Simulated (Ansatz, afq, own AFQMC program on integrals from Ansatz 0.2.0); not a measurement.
**BH₃, singlet in cc-pVDZ, levels against full CI**

```xyz
4

B    -0.0201   -0.0002    0.0000
H     1.4488    0.0177   -0.0003
H    -0.6294    1.0260   -0.0028
H    -0.6042   -1.0410    0.0031
```

Basis cc-pVDZ. Noble-gas cores (and the filled d shells of Ga–Kr and In–Xe) are frozen. Ansatz 0.2.0 and our own AFQMC program on the same integrals; the CISD trial comes from CCSD amplitudes, and released means the phaseless constraint is let go. Error bars are statistical, one sigma.

Determinant: RHF, the one that the program's search chose, which needn't be the lowest solution. The geometry is a point of a scan.

Full CI on the same integrals is exact in this basis and with this determinant's frozen core.

The T1 diagnostic is 0.0072, the weight of the determinant in the CISD state is 0.937 and the size of the correlated space is 6 electrons in 28 orbitals.

```tsv
level	correlation energy (eV)
MP2	-2.5430
CCSD	-3.2320
CCSD(T)	-3.2799
```

(1) Estimate where full CI lies against CCSD(T) on the same integrals.

(1) 1.3 kJ/mol below CCSD(T).

Reference: full CI, correlation energy -3.293 eV. The released energy is read at 2.40 1/Eh (meV from the phaseless value at times in 1/Eh: -0.3 ± 0.9 at 0.24, -0.6 ± 0.9 at 0.51, 0.0 ± 0.6 at 0.99, -0.3 ± 0.8 at 1.62, -1.0 ± 0.9 at 2.40).

| level | E − E(reference) (kJ/mol) | share of correlation (%) |
| --- | --- | --- |
| CCSD(T) | 1.3 | 99.60 |
| CCSDT | 0.1 | 99.96 |
| CCSDT(Q) | 0.0 | 99.99 |
| CCSDTQ | 0.0 | 100.00 |
| ph-AFQMC/CISD | 0.1 ± 0.1 | 99.98 |
| released AFQMC | 0.0 ± 0.08 | 100.01 |

CCSDT and higher add their correlation energy to the determinant of the CCSD(T) run, since their own runs factorise the integrals more tightly (a shift of under 2 meV). A walk keeps the symmetry of its determinant, which the program's search chose and which needn't be the lowest solution, so a lower state of the same spin and another symmetry isn't excluded. Released energies are given only where the last usable release times agree within the noise; a slower fall can still hide under it.
